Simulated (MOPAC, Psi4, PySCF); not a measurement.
Conformational energy of SMILES C#CCCC#C. Scanned: dihedral C2–C3–C4–C5; all other coordinates were relaxed at GFN2-xTB. Points at φ and −φ are mirror images. Heavy atoms are numbered in the order of the SMILES C#CCCC#C, hydrogens after them in the order of the atoms that carry them; the mirror image has the same energies with the sign of each dihedral reversed.

Levels: RKS-B3LYP/3-21G = PySCF with restricted B3LYP/3-21G // GFN2-xTB; RKS-B3LYP/6-31G* = PySCF 2.14.0 with restricted B3LYP/6-31G*, spherical d, density fitting // GFN2-xTB; PM7, restricted, heats of formation // GFN2-xTB (MOPAC); MP2/cc-pVTZ = DF-MP2 (frozen core)/cc-pVTZ // GFN2-xTB (Psi4).

Energies relative to the lowest point of each profile, in eV; the last columns give the difference from MP2:

```
φ / °  RKS-B3LYP/3-21G  RKS-B3LYP/6-31G*    PM7  MP2/cc-pVTZ  RKS-B3LYP/3-21G − MP2/cc-pVTZ  RKS-B3LYP/6-31G* − MP2/cc-pVTZ  PM7 − MP2/cc-pVTZ
-----  ---------------  ----------------  -----  -----------  -----------------------------  ------------------------------  -----------------
-160             0.038             0.040  0.014        0.039                         -0.001                           0.001             -0.025
-140             0.119             0.124  0.044        0.123                         -0.004                           0.001             -0.079
-120             0.164             0.172  0.060        0.169                         -0.005                           0.003             -0.109
-100             0.130             0.138  0.050        0.129                          0.002                           0.010             -0.079
-80              0.067             0.073  0.033        0.051                          0.016                           0.022             -0.018
-60              0.059             0.062  0.037        0.025                          0.034                           0.037              0.012
-40              0.133             0.136  0.074        0.089                          0.044                           0.047             -0.015
-20              0.237             0.242  0.122        0.195                          0.042                           0.046             -0.073
0                0.285             0.291  0.145        0.248                          0.037                           0.043             -0.103
20               0.237             0.242  0.122        0.195                          0.042                           0.046             -0.073
40               0.133             0.136  0.074        0.089                          0.044                           0.047             -0.015
60               0.059             0.062  0.037        0.025                          0.034                           0.037              0.012
80               0.067             0.073  0.033        0.051                          0.016                           0.022             -0.018
100              0.130             0.138  0.050        0.129                          0.002                           0.010             -0.079
120              0.164             0.172  0.060        0.169                         -0.005                           0.003             -0.109
140              0.119             0.124  0.044        0.123                         -0.004                           0.001             -0.079
160              0.038             0.040  0.014        0.039                         -0.001                           0.001             -0.025
180              0.000             0.000  0.000        0.000                          0.000                           0.000              0.000
```

RKS-B3LYP/3-21G is furthest from MP2/cc-pVTZ at -40 (0.044 eV, above); its mean absolute difference over the points is 0.018 eV.

RKS-B3LYP/6-31G* is furthest from MP2/cc-pVTZ at -40 (0.047 eV, above); its mean absolute difference over the points is 0.021 eV.

PM7 is furthest from MP2/cc-pVTZ at -120 (-0.109 eV, below); its mean absolute difference over the points is 0.051 eV.
